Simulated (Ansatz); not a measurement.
Consider the atomization: `NC1=NC=C1O` → 3 C• + 4 H• + 2 N• + O•.

Isolated molecules relaxed with PBE0-D4/def2-TZVP in Ansatz; ΔE leaves out vibrations. CCSD(T)/CBS adds triple-zeta CCSD(T) − MP2 to the extrapolated MP2 energy (def2 sets, frozen cores). This one scheme is used for every species, atoms too. No spin–orbit coupling; open shells (•) take unrestricted orbitals. Spin–orbit coupling would lower the free atoms: a little for C, O. One conformer a species, not always the lowest.

```
     species  CCSD(T)/CBS(def2) energy (Eh)
`NC1=NC=C1O`                     -301.01281
          C•                      -37.79194
          H•                       -0.50000
          N•                      -54.53257
          O•                      -75.00631
```

**Question.** Work out ΔE.

**Answer.** ΔE = 4 × (-0.50000) + 3 × (-37.79194) + 2 × (-54.53257) + (-75.00631) − (-301.01281) = 1.56554 Eh = +4110.3 kJ/mol.

**Question.** What do rigid-rotor, harmonic-oscillator terms from PBE0-D4/def2-TZVP frequencies (298.15 K, 1 bar) make of the CCSD(T)/CBS value? (Best estimate.)

**Answer.** The calculation gave: ΔZPE = -189.7 kJ/mol, ΔH = +3963.5 kJ/mol, ΔS = 1078 J/(mol·K), ΔG = +3642.1 kJ/mol. Open shells count their whole term as degenerate.

Largest T1 diagnostic among the species: 0.018.

At CCSD(T), def2-SVP lies −257.3 kJ/mol from the extrapolated value and def2-TZVPP −144.1 kJ/mol: correlation converges slowly with the basis, and small sets miss more of it in the bonded molecule than in its fragments. From BLYP to BHLYP (50 % exact exchange), in def2-TZVPP and without D4, ΔE moves by −275.8 kJ/mol: exact exchange takes away binding that semilocal exchange gives to molecules.

For atomizations the MP2-based limit and the directly extrapolated one differ by several kJ/mol either way, and by 10 to 25 for some Ge, Se and Sn compounds, so smaller differences from it don't rank the levels.
